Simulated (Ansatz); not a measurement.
hcp Be was calculated with PBE (PAW; Ansatz, a first-principles code).

Excerpt of the program's output:

```
Crystal: 2 atoms, lattice volume = 16.221 Å³
Basis set: ecut = 520 eV, 439 PW (Γ), exchange–correlation on 36×36×54 points (8 copies of the dense FFT grid, shifted against one another)
Bands: 6, of which v1, the nominal top of the filled ones, is band 2 counted from 1 (1 counted from 0)
Symmetry: 24 space group operations
Space group: P63/mmc (ITA 194), of the structure as read, at distance tolerance 2.5e-5 Å
k-points: 819 of 14400
Functional: x = pbe(κ = 0.804, μ = 0.2195149727645171), c = pbe(β = 0.06672455060314922)
SCF iter   1: F=—  HF=-185.526278 eV  |F-HF|=—  |Δ(HF+E_count)|=         —  Δρ=9.94e-4  dr2=1.09e-4
SCF iter   2: F=—  HF=-185.526284 eV  |F-HF|=—  |Δ(HF+E_count)|=   6.39e-6  Δρ=6.18e-4  dr2=4.38e-5
  ...
SCF iter   5: F=-185.526248 eV  HF=-185.526248 eV  |F-HF|=9.09e-13  |Δ(HF+E_count)|=  2.32e-10  Δρ=5.45e-7  dr2=2.88e-11
SCF iter   6: F=-185.526248 eV  HF=-185.526248 eV  |F-HF|=5.68e-14  |Δ(HF+E_count)|=  1.71e-12  Δρ=2.31e-8  dr2=5.34e-14
SCF 1 converged in 6 iterations: F = -185.526248 eV  dr2 = 5.34e-14
SCF converged after 6 iterations
Free energy (F): -185.526248 eV
Internal energy: -185.525554 eV  (E = F + TS)
E sigma→0 (E₀):  -185.525901 eV
Fermi energy:    7.890487 eV
--- Forces (eV/Å), atoms counted from 1 ---
  atom   1  Be     0.00000000    -0.00000000     0.00000000
  atom   2  Be     0.00000000    -0.00000000     0.00000000
--- Stress (GPa, compression-positive) ---
       -3.171586      -0.000000       0.000000
       -0.000000      -3.171586       0.000000
        0.000000       0.000000      -2.484857
  P = ⅓ Tr σ = -2.9427 GPa (-29.427 kbar)
```

### Question
Write an input file that could have produced this run (the log leaves some choices open).

### Answer
This is not unique; one that fits is 
Ansatz 0.2 input:
```yaml
crystal:
  lattice:
    - [1.143, -1.979734, 0.0]
    - [1.143, 1.979734, 0.0]
    - [0.0, 0.0, 3.5842]
  atoms:
    - { symbol: Be, position: [0.33333333, 0.66666667, 0.25] }
    - { symbol: Be, position: [0.66666667, 0.33333333, 0.75] }
basis:
  ecutwfc: 520
  ecutrho_ratio: 4
  xc_grid: 2
kpoints:
  mp_grid: { grid: [30, 30, 16] }
hamiltonian:
  xc: pbe
  dispersion: none
  pseudopotentials: { kind: paw }
scf:
  occupations: { method: fermi_dirac, width: 0.05 }
  convergence: { dr2_threshold: 0.0000000002 }
output:
  forces: true
  stress: true
  eigenvalues: true
```

Note: cell and atoms aren't relaxed at this level (pressure -2.9 GPa).
